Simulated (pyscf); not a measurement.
This saddle point was located with ωB97X-D3(BJ)/def2-SVP in PySCF.

```
Al
O 1 1.8529
H 2 0.9663 1 123.50
H 2 1.2533 3 116.34 1 -79.83
H 4 1.0475 2 143.33 3 125.07
H 1 1.5672 5 113.54 4 117.00
Cl 1 2.1111 6 121.33 5 -133.89
```

Surface: singlet, charge 0. Lowest wavenumbers (cm⁻¹): 1308i, 171, 357, 466, 525.

Task: Name the species on either side of this saddle.

Result: H₂Al–Cl + H₂O ⇌ HO–AlH–Cl + H₂, a four-centre exchange read from left to right: Al–H, H–O broken and Al–O, H–H formed. At ωB97M-D3(BJ)/def2-TZVP it lies -6.3 kcal/mol from the left side and +23.7 kcal/mol from the right (each side as separated species at their lowest minima found). On the reactant side the descent ends in an adduct with a Al–O contact, 25.4 kcal/mol under the separated species and 18.1 kcal/mol under the saddle at ωB97X-D3(BJ)/def2-TZVP. At ωB97M-D3(BJ) the saddle lies under the separated reactants, which points to a path from their complex (located at ωB97X-D3(BJ) alone). What is counted as formed (Al–O) is already present as a longer contact in the reactant adduct; forming that adduct is a step of its own. At the saddle there is also a short Al–H contact that neither side keeps. This is the saddle that the search found; another between the same sides may lie lower.
